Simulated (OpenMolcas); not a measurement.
# An input for BH3O2 (SMILES OBO)

The species is BH3O2 (6 atoms), meant as a singlet with charge 0. As SMILES, `OBO`. The coordinates come from a PBE0-D4/def2-TZVP relaxation. This is one conformer, not always the lowest.

```xyz
6

O    -1.1762   -0.5245   -0.2518
B     0.0495    0.0281   -0.0729
O     0.5806   -0.0538    1.1725
H    -1.4947   -0.4335   -1.1506
H     0.6378    0.5656   -0.9761
H     1.4452    0.3541    1.2328
```

Settings wanted:

| Setting | Value |
| --- | --- |
| method | HF |
| reference | UHF |
| integral approximation | RICD |
| symmetry | none |
| basis set | 6-31G** |
| task | energy |
| nucleus | point |
| scramble | 0.25 |
| d and f functions | Cartesian |

Question: Give an OpenMolcas 26.06 job that does this.

Answer: This one ran through:

step1.inp:
```
* BH3O2 Hartree-Fock

&GATEWAY
 BASISSET
 O.6-31G**....
 O1 -1.176200 -0.524500 -0.251800 angstrom
 O3 0.580600 -0.053800 1.172500 angstrom
 End of Basis
 BASISSET
 B.6-31G**....
 B2 0.049500 0.028100 -0.072900 angstrom
 End of Basis
 BASISSET
 H.6-31G**....
 H4 -1.494700 -0.433500 -1.150600 angstrom
 H5 0.637800 0.565600 -0.976100 angstrom
 H6 1.445200 0.354100 1.232800 angstrom
 End of Basis
 RICD

&SEWARD

&SCF
 UHF
 SCRAMBLE=0.25
 PRORBITALS=0
```

```bash
$ export MOLCAS_MEM=1860
$ pymolcas step1.inp > step1.log
```

Calculated total energy: -176.26432 Eh.
